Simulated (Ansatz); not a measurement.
A calculation with Ansatz (development build ahead of 0.2.0).

```yaml
crystal:
  periodic: [false, false, false]
  atoms:
    - { symbol: Si, position_ang: [0.0, 0.0, -1.04166] }
    - { symbol: S, position_ang: [0.0, 0.0, 1.04166] }
basis:
  gaussian: { orbitals: "6-31G" }
magnetization:
  spin_polarized: true
hamiltonian:
  xc: hf
correlation:
  method: ccsd_t
  frozen_orbitals: { S: 5, Si: 5 }
```

The input is written out in the form of the current development build from the run's settings.

The run gave:

```yaml
Converged: yes
Reference_energy: -686.37913 hartree
Correlation_energy: -0.12844 hartree
Total_energy: -686.50757 hartree
```
